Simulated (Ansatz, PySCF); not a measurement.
System: hydrogen isocyanide, CHN, charge 0, multiplicity 1. SMILES: [C-]#[NH+]
Structure (B3LYP-D3(BJ)/def2-TZVP (Ansatz, an electronic-structure program) minimum search):
```
N
C 1 1.1640
H 1 0.9974 2 180.00
```
Charge 0, spin multiplicity 1.

Quantity: atomisation energy (electronic, to ground-state atoms); the coupled-cluster value holds the core correlation from cc-pwCVTZ, in kJ/mol. Cores are frozen in the correlated levels unless marked. Open shells are spin-unrestricted. No spin-orbit coupling. No relativistic terms. CBS marks a two-point X^-3 extrapolation of the correlation energy; Hartree-Fock from the larger set (for Q and 5 zeta extrapolated as (X+1)exp(-9√X)).

Level to compare with: CCSD(T)/CBS(cc-pVQZ,cc-pV5Z) plus the core term (Ansatz), 1246.5 kJ/mol. It is a level with limits of its own, and the differences hold the functionals' basis error too.

Problem. Rank these functionals by how close they come to CCSD(T)/CBS(cc-pVQZ,cc-pV5Z), closest first: PW6B95/def2-TZVPD (PySCF); r2SCAN/def2-TZVPD (Ansatz); BHLYP/def2-TZVPD (Ansatz); BLYP/def2-TZVPD (Ansatz).

Solution. PW6B95/def2-TZVPD (hybrid meta-GGA, 1249.2 kJ/mol, difference 2.7), r2SCAN/def2-TZVPD (meta-GGA, 1226.4 kJ/mol, difference -20.1), BLYP/def2-TZVPD (GGA, 1275.3 kJ/mol, difference 28.8), BHLYP/def2-TZVPD (global hybrid, 1175.5 kJ/mol, difference -71.0)
